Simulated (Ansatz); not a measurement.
1T (CdI2-type) CdI₂, treated with PBE (Ansatz, a program for electronic structure, PAW).

Settings: plane-wave cutoff 500 eV, 12×12×6 k mesh (along the axes of the cell as run), gaussian smearing 0.02 eV, scalar-relativistic PAW data made under PBE.

Computed at the level's own relaxed cell.

Question: What does this level give for the equilibrium volume per atom, lattice parameter a and c axis length?

Answer: 
equilibrium volume per atom: 42.16 Å³/atom
lattice parameter a: 4.330 Å
c axis length: 7.790 Å

Measured, for comparison: lattice constant a 4.244 Å, lattice parameter c 6.859 Å (temperature not stated, no zero-point or thermal correction; as tabulated in de Haan, NBS Special Publication (1969), 233, by the Crystallography Open …). Computed (rounded) less measured: lattice constant a +2.0 %, lattice parameter c +13.6 %.

Note: the cell comes from a level without a dispersion term, which matters for the spacing of layers, chains or molecules; the cell has widely spaced layers and the level no dispersion term, so their spacing and the moduli can rest on weak binding.

Spin–orbit coupling is not included.

Static lattice: no zero-point or thermal effects.
